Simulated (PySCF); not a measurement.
**Relaxation of singlet CF₄**

Level of theory: PBE0/[C def2-TZVP, F def2-TZVP], no relativity, density fitting, PySCF. A (50,194) grid was used.

A hand-made tetrahedral start, of Td symmetry, held to at least that symmetry:

```xyz
5
charge 0 multiplicity 1, angstrom
C     0.0000    0.0000    0.0000
F     0.8025    0.8025    0.8025
F    -0.8025    0.8025   -0.8025
F     0.8025   -0.8025   -0.8025
F    -0.8025   -0.8025    0.8025
```

Q: What forces act on the atoms at the start (eV/Å)?

A: 
```json
{"atom": "C1", "Fx": "0.00", "Fy": "0.00", "Fz": "0.00"}
{"atom": "F2", "Fx": "-1.97", "Fy": "-1.97", "Fz": "-1.97"}
{"atom": "F3", "Fx": "1.97", "Fy": "-1.97", "Fz": "1.97"}
{"atom": "F4", "Fx": "-1.97", "Fy": "1.97", "Fz": "1.97"}
{"atom": "F5", "Fx": "1.97", "Fy": "1.97", "Fz": "-1.97"}
```

Q: What does it relax to?

A: It ends at Td with C–F 1.318 Å (×4); F–C–F 109.5° (×6). A frequency run shows a minimum. Other isomers or separated fragments may lie lower.

Q: How much energy is released, and in how many steps?

A: 51.2 kJ/mol in 4 steps.

The relaxation took 8.3 s on 4 threads of a shared Arm Neoverse V2 host, with 155 basis functions and 5 gradients; the process peaked at 0.95 GiB. Launch command: `OMP_NUM_THREADS=4 python axn.py task.json out`.
